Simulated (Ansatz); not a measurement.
Reaction (SMILES): CCl (CH3-Cl) → [CH2]Cl (CH2-Cl) + H atom
B3LYP-D3(BJ)/def2-TZVP geometries, fixed; electronic energies without zero-point terms.

Energies in hartree at wB97M-V with Ansatz (a first-principles code); the bond dissociation energy is their sum with the coefficients shown, times 627.509 kcal/mol a hartree. All functions are spherical. The program fits the integrals of some runs and decomposes those of others, by size. Open shells are unrestricted. The functional holds VV10 correlation; no added dispersion term, no relativity.

| species | coefficient | part | cc-pV(D+d)Z | cc-pV(T+d)Z | cc-pV(Q+d)Z |
|---|---|---|---|---|---|
| CCl (CH3-Cl) | -1 | wB97M-V | -500.05817 | -500.09290 | -500.10026 |
| [CH2]Cl (CH2-Cl) | +1 | wB97M-V | -499.39651 | -499.42882 | -499.43591 |
| H atom | +1 | wB97M-V | -0.49171 | -0.49411 | -0.49448 |

Predict the bond dissociation energy in cc-pV(5+d)Z (X = 5): let each wB97M-V step shrink by the ratio of the last two. Compare with the run.


- CCl (CH3-Cl): steps -0.03473 and -0.00736, ratio 0.212, so wB97M-V -500.10182 (run: -500.10219).
- [CH2]Cl (CH2-Cl): steps -0.03231 and -0.00709, ratio 0.219, so wB97M-V -499.43746 (run: -499.43791).
- H atom: steps -0.00240 and -0.00037, ratio 0.154, so wB97M-V -0.49454 (run: -0.49463).
Predicted 106.56 kcal/mol; the run in cc-pV(5+d)Z gives 106.46, a miss of 0.11. Keeping the value in cc-pV(Q+d)Z, 106.60, would miss by 0.14. All sums are of the energies as printed.
